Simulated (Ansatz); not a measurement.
```yaml
crystal:
  periodic: [false, false, false]
  atoms:
    - {symbol: Ge, position_ang: [-0.661517, -0.121597, -0.001007]}
    - {symbol: N, position_ang: [1.136793, 0.576100, 0.003927]}
    - {symbol: N, position_ang: [2.206506, -0.060607, 0.000570]}
    - {symbol: H, position_ang: [1.214388, 1.599785, 0.010085]}
basis:
  gaussian: {orbitals: def2-TZVP}
magnetization: {spin_polarized: true, initial_magnetization: 3}
hamiltonian: {xc: pbe0}
relax: {f_tol: 0.004, max_steps: 80}
```

```sh
$ ansatz run in.yaml --threads 1 --pin off --events-out ev --progress --plain --max-ram 2176MiB
```

Steps of the relaxation (energy above the last step; positions in Å, forces in eV/Å):

```
4
step 1, 14.5 meV
Ge   -0.662   -0.122   -0.001   -0.348    0.014    0.000
N     1.137    0.576    0.004   -0.097   -0.175   -0.001
N     2.207   -0.061    0.001    0.372    0.095    0.001
H     1.214    1.600    0.010    0.073    0.065    0.000
```

```
4
step 2, 4.3 meV
Ge   -0.678   -0.114   -0.001   -0.156    0.014    0.000
N     1.140    0.566    0.004    0.037   -0.178   -0.001
N     2.224   -0.051    0.001    0.058    0.145    0.001
H     1.210    1.592    0.010    0.061    0.020    0.000
```

```
4
step 3, 0.3 meV
Ge   -0.694   -0.105   -0.001   -0.019   -0.008    0.000
N     1.142    0.554    0.004    0.103   -0.067    0.000
N     2.241   -0.037    0.001   -0.099    0.065    0.000
H     1.208    1.581    0.010    0.015    0.010    0.000
```

```
4
step 7, 0.0 meV
Ge   -0.697   -0.106   -0.001    0.000    0.000    0.000
N     1.144    0.553    0.004    0.000    0.000    0.000
N     2.240   -0.034    0.001    0.000    0.000    0.000
H     1.209    1.581    0.010    0.000    0.000    0.000
```

Close pairs at the end: N2–H4 1.030 Å, N2–N3 1.244 Å, Ge1–N2 1.956 Å.

A stationary point of unrestricted PBE0 after 7 steps, with ⟨S²⟩ = 3.778 against 3.75 for a pure state; no frequencies were run, so it isn't proven a minimum. 14 s on 1 thread of AMD EPYC 9R45, shared host.
